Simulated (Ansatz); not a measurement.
Relaxation of CH5AlO (8 atoms, charge 0, multiplicity 1), to a largest force component of 0.015 eV/Å in at most 40 steps.

Theory: RKS PBE0-D4/6-31G in Ansatz.

```xyz
8
Properties=species:S:1:pos:R:3
C -0.443 0.991 -0.316
O -0.462 0.263 0.845
Al 0.495 -1.276 0.535
H -0.918 0.498 -1.160
H 0.533 1.352 -0.645
H -1.085 1.968 -0.131
H 2.130 -1.277 0.814
H -0.158 -2.578 0.003
```

Q: Where does it end, and by what steps?

A: It converged. The force dipped under the threshold on the way, but the program's further checks kept it going. Limits of this set-up: no polarisation functions. After 17 steps the energy has fallen by 0.832 eV; O2 moved furthest, 1.01 Å.

```
step  energy less start (eV)  largest force component (eV/Å)  accepted
   0                  0.0000                           4.056       yes
   1                 -0.3577                           1.752       yes
   2                 -0.5000                           0.854       yes
   3                 -0.6073                           1.148       yes
   4                 -0.7061                           0.867       yes
   5                 -0.7872                           0.178       yes
   6                 -0.8109                           0.061       yes
   7                 -0.8183                           0.104       yes
   8                 -0.8136                           0.332        no
   9                 -0.8251                           0.051       yes
  10                 -0.8275                           0.135       yes
  11                 -0.8284                           0.115       yes
  12                 -0.8311                           0.027       yes
  13                 -0.8319                           0.009       yes
  14                 -0.8317                           0.121        no
  15                 -0.8322                           0.035       yes
  16                 -0.8304                           0.148        no
  17                 -0.8324                           0.010       yes
```

```xyz
8
Properties=species:S:1:pos:R:3
C -0.483 1.145 -0.440
O -0.450 -0.214 -0.050
Al 0.564 -1.475 0.528
H -0.847 1.221 -1.471
H 0.505 1.623 -0.382
H -1.174 1.698 0.206
H 2.121 -1.168 0.794
H -0.145 -2.887 0.760
```

Time of the run: 31 s on 1 thread of Arm Neoverse V1 (shared host), peak memory 0.12 GiB.
